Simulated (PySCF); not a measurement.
The scaffold HS-X carries different groups X. All species are isolated molecules in the gas phase. One relaxed conformer stands for each flexible species; it need not be the lowest. Strings in code marks are SMILES.

Calculation: PBE-D3(BJ)/def2-TZVP // B3LYP-D3(BJ)/def2-TZVP run with PySCF. All candidates: neutral, multiplicity 1. Delta-SCF ions had no search for a lower state. Excitations are Tamm–Dancoff values on a coarser integration grid. The basis has no diffuse functions, so Rydberg states are missing or too high.

```
Property                                  Value
--------------------------------------  -------
HOMO–LUMO gap                           5.49 eV
S1 excitation (TDA)                     5.64 eV
vertical ionisation energy (Delta-SCF)  9.69 eV
```

Which member has these values?
A) `F[Si](F)(F)S`
B) `N#CS`
C) `CCS` (C–C–S–H torsion 62°)
D) `[SiH3]S`

D, `[SiH3]S`. The others give `CCS` (C–C–S–H torsion 62°): 5.08 eV, 5.24 eV, 9.09 eV; `N#CS`: 5.02 eV, 5.15 eV, 10.63 eV; `F[Si](F)(F)S`: 6.12 eV, 6.32 eV, 10.92 eV
